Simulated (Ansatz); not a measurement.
# AlHO (singlet): the correlation ladder at distance Al1–O2 = 1.737 Å, 6-31G

How much of the correlation energy of AlHO (singlet) does each wave-function method recover here?

Program: Ansatz 0.2.0, Gaussian basis. Level of theory: 6-31G, core rule «outside noble gas», up to 6 orbitals frozen. These are calculated values, not measurements.

The runs, in order: UHF; CCSD(T) on RHF; BCCD(T) on RHF; CISD; CCSDT(Q) on RHF; CISDTQ; CCSDTQ on RHF; CASSCF and MRCISD+Q, 2 electrons in 2 orbitals; CASSCF and NEVPT2, 2 electrons in 2 orbitals; Full CI.

43 further runs of the same task are left out: 21 for a known fault of the program, 16 that didn't finish, 6 set aside as unsound or not needed.

## Step 1: What is computed

The geometry derives from a PBE0/def2-TZVP stationary point (not a proven minimum). One bond is set to the value named and the two fragments are kept rigid.

3 atoms, charge 0, spin multiplicity 1.

Atoms are counted from 1 here; the program's logs count them from 0.

Bond lengths: Al1–O2 1.737 Å, Al1–H3 1.568 Å. Angles: O2–Al1–H3 180.0°.

In the tables R marks a restricted determinant and U an unrestricted one; 'pair' is the active space of 2 electrons in 2 orbitals; energies count from the table's Hartree-Fock row.

## Step 2: UHF

Contents of in.yaml:

```yaml
crystal:
  periodic: [false, false, false]
  atoms:
    - {symbol: Al, position_ang: [0.000000, 0.000000, 0.056222]}
    - {symbol: O, position_ang: [0.000000, 0.000000, -1.680778]}
    - {symbol: H, position_ang: [0.000000, 0.000000, 1.624557]}
basis:
  gaussian: {orbitals: 6-31G}
magnetization: {spin_polarized: true, initial_magnetization: 0}
hamiltonian: {xc: hf}
output: {orbitals: {seedname: orbitals}}
```

Launch:

```sh
$ ansatz run in.yaml --threads 1 --pin off --events-out ev --progress --plain --max-ram 2393MiB
```

The log of the run:

```text
Functional definition: HF
  name "HF"
  cite "Fock, Z. Phys. 61, 126 (1930) doi:10.1007/BF01340294"
  parent pbe
  exchange = exact_x
  correlation = 0
245 factors; integrals over basis functions are off by at most 1.2e-4 eV
mean field evaluation 1: about -8625.3751 eV, gradient 3.7e1 eV
mean field evaluation 2: about -8625.3771 eV, gradient 3.7e1 eV
mean field evaluation 4: about -8632.4153 eV, gradient 2.9e0 eV
mean field evaluation 8: about -8632.5017 eV, gradient 3.2e-3 eV
mean field evaluation 16: about -8618.7583 eV, gradient 3.7e1 eV
mean field evaluation 32: about -8632.4284 eV, gradient 8.3e-1 eV
mean field evaluation 64: about -8629.7730 eV, gradient 1.5e1 eV
mean field evaluation 96: about -8627.3952 eV, gradient 6.6e0 eV
mean field -8632.50172852 eV, -317.2385872031 hartree, gradient 7.1e-6 eV, S^2 0.000000; 1 other end points of the search recorded, 0 dependent functions left out
reference -8632.50172852 eV, -317.2385872031 hartree; 11, 11 occupied and 13, 13 virtual orbitals, 245 factors
Total energy: -8632.50172852 eV, -317.2385872031 hartree
```

It took 0.81 s on 1 thread of Arm Neoverse V1, shared host.

From the report: ⟨S²⟩ of the determinant 0.000 (pure singlet: 0.00).

The unrestricted search falls back on the restricted solution.

## Step 3: CCSD(T) on RHF

Edit in.yaml of step 2 so:

```diff
@@ -8,4 +8,3 @@
   gaussian: {orbitals: 6-31G}
-magnetization: {spin_polarized: true, initial_magnetization: 0}
-hamiltonian: {xc: hf}
-output: {orbitals: {seedname: orbitals}}
+magnetization: {spin_polarized: false}
+correlation: {method: ccsd_t, electrons: outside_noble_gas}
```

Same command.

The log of the run, cut to the lines that bear on the results:

```text
Functional definition: HF
  name "HF"
  cite "Fock, Z. Phys. 61, 126 (1930) doi:10.1007/BF01340294"
  parent pbe
[...]
245 factors; integrals over basis functions are off by at most 1.2e-4 eV
[...]
mean field -8632.50172852 eV, -317.2385872031 hartree, gradient 2.3e-6 eV, S^2 0.000000; 0 other end points of the search recorded, 0 dependent functions left out
6 core orbitals not correlated: weight in the atoms' cores, before any rotation towards them, 1.000 or more for the frozen orbitals, at most 0.000 for the correlated occupied ones
reference -8632.50172852 eV, -317.2385872031 hartree; 5, 5 occupied and 13, 13 virtual orbitals, 245 factors
second order -5.65837844 eV of doubles, -0.00000000 eV of singles
cycle   1  -4.65859262 eV  change     1.0e0 eV  update   2.4e-1
[...]
cycle  12  -5.43416142 eV  change   -5.9e-6 eV  update   5.9e-6
perturbative correction -0.35945096 eV, -0.0132095790 hartree
Total energy: -8638.29534090 eV, -317.4514985311 hartree
```

It took 0.21 s on 1 thread of Arm Neoverse V1, shared host.

From the report: correlation -5.7936 eV; T1 0.051; largest double amplitude 0.08.

## Step 4: BCCD(T) on RHF

Edit in.yaml of step 3 so:

```diff
@@ -9,2 +9,2 @@
 magnetization: {spin_polarized: false}
-correlation: {method: ccsd_t, electrons: outside_noble_gas}
+correlation: {method: bccd_t, electrons: outside_noble_gas}
```

The command is unchanged.

The log of the run, cut to the lines that bear on the results:

```text
Functional definition: HF
  name "HF"
  cite "Fock, Z. Phys. 61, 126 (1930) doi:10.1007/BF01340294"
  parent pbe
[...]
245 factors; integrals over basis functions are off by at most 1.2e-4 eV
[...]
mean field -8632.50172852 eV, -317.2385872031 hartree, gradient 2.3e-6 eV, S^2 0.000000; 0 other end points of the search recorded, 0 dependent functions left out
6 core orbitals not correlated: weight in the atoms' cores, before any rotation towards them, 1.000 or more for the frozen orbitals, at most 0.000 for the correlated occupied ones
reference -8632.50172852 eV, -317.2385872031 hartree; 5, 5 occupied and 13, 13 virtual orbitals, 245 factors
second order -5.65837844 eV of doubles, -0.00000000 eV of singles
cycle   1  -4.23112919 eV  change     1.4e0 eV  update   2.4e-1
[...]
cycle  14  -5.31016811 eV  change    7.0e-6 eV  update   1.8e-6
perturbative correction -0.50780517 eV, -0.0186614958 hartree
Total energy: -8638.31970179 eV, -317.4523937774 hartree
```

Wall time 0.27 s (1 thread of Arm Neoverse V1, shared host).

From the report: correlation -5.8180 eV; largest double amplitude 0.07.

## Step 5: CISD

Edit in.yaml of step 4 so:

```diff
@@ -8,3 +8,2 @@
   gaussian: {orbitals: 6-31G}
-magnetization: {spin_polarized: false}
-correlation: {method: bccd_t, electrons: outside_noble_gas}
+correlation: {active_space: {ras: {orbitals: [5, 0, 13], electrons: 10, max_holes: 2, max_particles: 2}, fixed_orbitals: true}}
```

The command is unchanged.

The log of the run:

```text
Functional definition: HF
  name "HF"
  cite "Fock, Z. Phys. 61, 126 (1930) doi:10.1007/BF01340294"
  parent pbe
  exchange = exact_x
  correlation = 0
245 factors; integrals over basis functions are off by at most 1.2e-4 eV
mean field evaluation 1: about -8625.3751 eV, gradient 5.2e1 eV
mean field evaluation 2: about -8625.3771 eV, gradient 5.3e1 eV
mean field evaluation 4: about -8632.4153 eV, gradient 4.0e0 eV
mean field evaluation 8: about -8632.5017 eV, gradient 4.3e-3 eV
mean field -8632.50172852 eV, -317.2385872031 hartree, gradient 2.3e-6 eV, S^2 0.000000; 0 other end points of the search recorded, 0 dependent functions left out
reference -8632.50172852 eV, -317.2385872031 hartree; 11, 11 occupied and 13, 13 virtual orbitals, 245 factors
state -8637.54489198 eV, -317.4239200420 hartree
Total energy: -8637.54489198 eV, -317.4239200420 hartree
```

It took 0.54 s on 1 thread of Arm Neoverse V1, shared host.

From the report: 1,764 determinants.

## Step 6: CCSDT(Q) on RHF

Edit in.yaml of step 5 so:

```diff
@@ -8,2 +8,3 @@
   gaussian: {orbitals: 6-31G}
-correlation: {active_space: {ras: {orbitals: [5, 0, 13], electrons: 10, max_holes: 2, max_particles: 2}, fixed_orbitals: true}}
+magnetization: {spin_polarized: false}
+correlation: {method: ccsdt_q, electrons: outside_noble_gas}
```

Launched as before.

The log of the run, cut to the lines that bear on the results:

```text
Functional definition: HF
  name "HF"
  cite "Fock, Z. Phys. 61, 126 (1930) doi:10.1007/BF01340294"
  parent pbe
[...]
440 factors; integrals over basis functions are off by at most 6.2e-8 eV
[...]
mean field -8632.50195987 eV, -317.2385957052 hartree, gradient 2.4e-6 eV, S^2 0.000000; 0 other end points of the search recorded, 0 dependent functions left out
6 core orbitals not correlated: weight in the atoms' cores, before any rotation towards them, 1.000 or more for the frozen orbitals, at most 0.000 for the correlated occupied ones
reference -8632.50195987 eV, -317.2385957052 hartree; 5, 5 occupied and 13, 13 virtual orbitals, 440 factors
second order -5.65844212 eV of doubles, -0.00000000 eV of singles
cycle   1  -4.65863926 eV  change     1.0e0 eV  update   2.6e-1
[...]
cycle  19  -5.81714754 eV  change    5.6e-7 eV  update   2.8e-7
perturbative correction -0.06869939 eV, -0.0025246561 hartree
Total energy: -8638.38780680 eV, -317.4548965905 hartree
```

Run time: 0.9 s. Hardware: 1 thread of Arm Neoverse V1, shared host.

From the report: correlation -5.8858 eV; T1 0.049; largest double amplitude 0.10.

## Step 7: CISDTQ

Edit in.yaml of step 6 so:

```diff
@@ -8,3 +8,2 @@
   gaussian: {orbitals: 6-31G}
-magnetization: {spin_polarized: false}
-correlation: {method: ccsdt_q, electrons: outside_noble_gas}
+correlation: {active_space: {ras: {orbitals: [5, 0, 13], electrons: 10, max_holes: 4, max_particles: 4}, fixed_orbitals: true}}
```

Same command.

The log of the run:

```text
Functional definition: HF
  name "HF"
  cite "Fock, Z. Phys. 61, 126 (1930) doi:10.1007/BF01340294"
  parent pbe
  exchange = exact_x
  correlation = 0
245 factors; integrals over basis functions are off by at most 1.2e-4 eV
mean field evaluation 1: about -8625.3751 eV, gradient 5.2e1 eV
mean field evaluation 2: about -8625.3771 eV, gradient 5.3e1 eV
mean field evaluation 4: about -8632.4153 eV, gradient 4.0e0 eV
mean field evaluation 8: about -8632.5017 eV, gradient 4.3e-3 eV
mean field -8632.50172852 eV, -317.2385872031 hartree, gradient 2.3e-6 eV, S^2 0.000000; 0 other end points of the search recorded, 0 dependent functions left out
reference -8632.50172852 eV, -317.2385872031 hartree; 11, 11 occupied and 13, 13 virtual orbitals, 245 factors
state -8638.28032033 eV, -317.4509465354 hartree
Total energy: -8638.28032033 eV, -317.4509465354 hartree
```

It took 3 s on 1 thread of Arm Neoverse V1, shared host.

From the report: 276,306 determinants.

## Step 8: CCSDTQ on RHF

Edit in.yaml of step 7 so:

```diff
@@ -8,2 +8,3 @@
   gaussian: {orbitals: 6-31G}
-correlation: {active_space: {ras: {orbitals: [5, 0, 13], electrons: 10, max_holes: 4, max_particles: 4}, fixed_orbitals: true}}
+magnetization: {spin_polarized: false}
+correlation: {method: ccsdtq, electrons: outside_noble_gas}
```

Launched as before.

The log of the run, cut to the lines that bear on the results:

```text
Functional definition: HF
  name "HF"
  cite "Fock, Z. Phys. 61, 126 (1930) doi:10.1007/BF01340294"
  parent pbe
[...]
440 factors; integrals over basis functions are off by at most 6.2e-8 eV
[...]
mean field -8632.50195987 eV, -317.2385957052 hartree, gradient 2.4e-6 eV, S^2 0.000000; 0 other end points of the search recorded, 0 dependent functions left out
6 core orbitals not correlated: weight in the atoms' cores, before any rotation towards them, 1.000 or more for the frozen orbitals, at most 0.000 for the correlated occupied ones
reference -8632.50195987 eV, -317.2385957052 hartree; 5, 5 occupied and 13, 13 virtual orbitals, 440 factors
second order -5.65844212 eV of doubles, -0.00000000 eV of singles
cycle   1  -4.65863885 eV  change     1.0e0 eV  update   2.6e-1
[...]
cycle  22  -5.86031887 eV  change    6.5e-7 eV  update   4.7e-7
Total energy: -8638.36227874 eV, -317.4539584514 hartree
```

It took 11 s on 1 thread of Arm Neoverse V1, shared host.

From the report: correlation -5.8603 eV; T1 0.046; largest double amplitude 0.10.

## Step 9: CASSCF and MRCISD+Q, 2 electrons in 2 orbitals

Edit in.yaml of step 8 so:

```diff
@@ -8,3 +8,2 @@
   gaussian: {orbitals: 6-31G}
-magnetization: {spin_polarized: false}
-correlation: {method: ccsdtq, electrons: outside_noble_gas}
+correlation: {method: fic_mrcisd_q, electrons: outside_noble_gas, active_space: {window: {electrons: 2, orbitals: 2}}}
```

Launched as before.

The log of the run, cut to the lines that bear on the results:

```text
Functional definition: HF
  name "HF"
  cite "Fock, Z. Phys. 61, 126 (1930) doi:10.1007/BF01340294"
  parent pbe
[...]
245 factors; integrals over basis functions are off by at most 1.2e-4 eV
[...]
mean field -8632.50172852 eV, -317.2385872031 hartree, gradient 2.3e-6 eV, S^2 0.000000; 0 other end points of the search recorded, 0 dependent functions left out
reference -8632.50172852 eV, -317.2385872031 hartree; 11, 11 occupied and 13, 13 virtual orbitals, 245 factors
state -8633.25550386 eV, -317.2662879362 hartree
contracted CI cycle   1: correlation 0.00000000 eV, 0.0000000000 hartree, residual 1.79e1 eV
contracted CI cycle   2: correlation -3.83328044 eV, -0.1408704578 hartree, residual 4.61e0 eV
contracted CI cycle   3: correlation -4.28104564 eV, -0.1573255257 hartree, residual 1.94e0 eV
contracted CI cycle   4: correlation -4.35937887 eV, -0.1602042185 hartree, residual 7.27e-1 eV
contracted CI cycle   5: correlation -4.37151995 eV, -0.1606503949 hartree, residual 3.21e-1 eV
contracted CI cycle   6: correlation -4.37375173 eV, -0.1607324115 hartree, residual 1.19e-1 eV
contracted CI cycle   7: correlation -4.37410292 eV, -0.1607453175 hartree, residual 5.07e-2 eV
contracted CI cycle   8: correlation -4.37417055 eV, -0.1607478030 hartree, residual 2.42e-2 eV
contracted CI cycle   9: correlation -4.37418746 eV, -0.1607484242 hartree, residual 1.32e-2 eV
contracted CI cycle  10: correlation -4.37419164 eV, -0.1607485778 hartree, residual 6.00e-3 eV
contracted CI cycle  11: correlation -4.37419255 eV, -0.1607486113 hartree, residual 2.93e-3 eV
contracted CI cycle  12: correlation -4.37419275 eV, -0.1607486186 hartree, residual 1.39e-3 eV
contracted CI cycle  13: correlation -4.37419279 eV, -0.1607486201 hartree, residual 5.89e-4 eV
state -8633.25550386 eV, -317.2662879362 hartree; corrected -8638.11038757 eV, -317.4447016218 hartree
Total energy: -8638.11038757 eV, -317.4447016218 hartree
```

Run time: 0.66 s. Hardware: 1 thread of Arm Neoverse V1, shared host.

From the report: 4 determinants; active occupations 1.91, 0.09.

## Step 10: CASSCF and NEVPT2, 2 electrons in 2 orbitals

Edit in.yaml of step 9 so:

```diff
@@ -8,2 +8,2 @@
   gaussian: {orbitals: 6-31G}
-correlation: {method: fic_mrcisd_q, electrons: outside_noble_gas, active_space: {window: {electrons: 2, orbitals: 2}}}
+correlation: {method: sc_nevpt2, electrons: outside_noble_gas, active_space: {window: {electrons: 2, orbitals: 2}}}
```

Same command.

The log of the run:

```text
Functional definition: HF
  name "HF"
  cite "Fock, Z. Phys. 61, 126 (1930) doi:10.1007/BF01340294"
  parent pbe
  exchange = exact_x
  correlation = 0
245 factors; integrals over basis functions are off by at most 1.2e-4 eV
mean field evaluation 1: about -8625.3751 eV, gradient 5.2e1 eV
mean field evaluation 2: about -8625.3771 eV, gradient 5.3e1 eV
mean field evaluation 4: about -8632.4153 eV, gradient 4.0e0 eV
mean field evaluation 8: about -8632.5017 eV, gradient 4.3e-3 eV
mean field -8632.50172852 eV, -317.2385872031 hartree, gradient 2.3e-6 eV, S^2 0.000000; 0 other end points of the search recorded, 0 dependent functions left out
reference -8632.50172852 eV, -317.2385872031 hartree; 11, 11 occupied and 13, 13 virtual orbitals, 245 factors
state -8633.25550386 eV, -317.2662879362 hartree
state -8633.25550386 eV, -317.2662879362 hartree; corrected -8637.89880967 eV, -317.4369262771 hartree
Total energy: -8637.89880967 eV, -317.4369262771 hartree
```

Wall time 0.51 s (1 thread of Arm Neoverse V1, shared host).

From the report: 4 determinants; active occupations 1.91, 0.09.

## Step 11: Full CI

Edit in.yaml of step 10 so:

```diff
@@ -8,2 +8,2 @@
   gaussian: {orbitals: 6-31G}
-correlation: {method: sc_nevpt2, electrons: outside_noble_gas, active_space: {window: {electrons: 2, orbitals: 2}}}
+correlation: {method: fci, electrons: outside_noble_gas}
```

The command is unchanged.

The log of the run:

```text
Functional definition: HF
  name "HF"
  cite "Fock, Z. Phys. 61, 126 (1930) doi:10.1007/BF01340294"
  parent pbe
  exchange = exact_x
  correlation = 0
440 factors; integrals over basis functions are off by at most 6.2e-8 eV
mean field evaluation 1: about -8625.3747 eV, gradient 5.2e1 eV
mean field evaluation 2: about -8625.3770 eV, gradient 5.3e1 eV
mean field evaluation 4: about -8632.4154 eV, gradient 4.0e0 eV
mean field evaluation 8: about -8632.5020 eV, gradient 4.3e-3 eV
mean field -8632.50195987 eV, -317.2385957052 hartree, gradient 2.4e-6 eV, S^2 0.000000; 0 other end points of the search recorded, 0 dependent functions left out
6 core orbitals not correlated: weight in the atoms' cores, before any rotation towards them, 1.000 or more for the frozen orbitals, at most 0.000 for the correlated occupied ones
reference -8632.50195987 eV, -317.2385957052 hartree; 5, 5 occupied and 13, 13 virtual orbitals, 440 factors
state -8638.34951091 eV, -317.4534892425 hartree
Total energy: -8638.34951091 eV, -317.4534892425 hartree
```

Run time: 2.2 min. Hardware: 1 thread of Arm Neoverse V1, shared host; peak memory 1.2 GiB.

From the report: 18,367,552 determinants, symmetry A1.

## Step 12: How many determinants matter

Natural occupations of the FCI state about the gap (report; correlated orbitals 1 to 10): 1.986, 1.958, 1.925, 1.913, 1.913, 0.085, 0.081, 0.081, 0.020, 0.012. The count of effectively unpaired electrons, Σ n²(2 − n)², is 0.16; a single determinant of this spin has 0.

## Step 13: The ladder

The yardstick is full CI for this spin, exact in this basis with these frozen cores. Rows without a time come out of other runs: HF, MP2 and CCSD of CCSD(T), CCSDT of CCSDT(Q), CASSCF and MRCISD of the multireference runs.

```csv
method,energy from the lowest RHF (meV),from FCI (meV),time
RHF,0.0,+5847.8,
RMP2,-5658.4,+189.4,
CISD,-5043.2,+804.6,0.54 s
RCCSD,-5434.2,+413.6,
RCCSD(T),-5793.6,+54.2,0.21 s
BCCD(T),-5818.0,+29.8,0.27 s
RCCSDT,-5817.4,+30.4,
CISDTQ,-5778.6,+69.2,3 s
RCCSDT(Q),-5886.1,-38.3,0.9 s
RCCSDTQ,-5860.6,-12.8,11 s
CASSCF pair,-753.8,+5094.0,
NEVPT2 pair,-5397.1,+450.7,0.51 s
MRCISD pair,-5128.0,+719.8,
MRCISD+Q pair,-5608.7,+239.1,0.66 s
FCI,-5847.8,0,2.2 min
```

Among the levels timed on like hardware and quicker than the yardstick, those that no quicker one beats, quickest first: RCCSD(T) (0.21 s, +54.2 meV); BCCD(T) (0.27 s, +29.8 meV); RCCSDTQ (11 s, -12.8 meV). Runs this short are mostly start-up, so their order is noise.

## Step 14: Results

```
                         quantity                                value
         FCI below the RHF energy                           -5.8478 eV
                    RMP2 from FCI                           +189.4 meV
                   RCCSD from FCI                           +413.6 meV
                RCCSD(T) from FCI                            +54.2 meV
               RCCSDT(Q) from FCI                            -38.3 meV
             NEVPT2 pair from FCI                           +450.7 meV
           MRCISD+Q pair from FCI                           +239.1 meV
levels within 1 kcal/mol (43 meV)  BCCD(T), RCCSDT, RCCSDT(Q), RCCSDTQ
                    T1 diagnostic                                0.051
   effectively unpaired electrons                                 0.16
```

In words: RCCSD(T) misses by +54.2 meV, 0.9 % of the correlation energy. RCCSDT(Q), RCCSDTQ fall below full CI, which methods that aren't variational can do. The occupations are near whole numbers, but T1 = 0.051 shows that the orbitals relax strongly. Of the multireference levels listed MRCISD+Q pair comes nearest in total energy (+239.1 meV), which doesn't show that its space is the better one. These misses are within one basis, not against nature.
